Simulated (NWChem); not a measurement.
System: disulfur (S₂, triplet); SMILES S=S

Program: NWChem. Spin-unrestricted. Geometry: optimised at PBE0/def2-SVP, spin-unrestricted. No stability test was run on the SCF state.

Q: What does the run give for PBE/def2-TZVPP? Quantities: highest occupied level (eV); lowest empty minus highest occupied level, either spin (eV).

A: 
```json
{
 "highest occupied level (eV)": "-5.78",
 "lowest empty minus highest occupied level, either spin (eV)": "1.30"
}
```
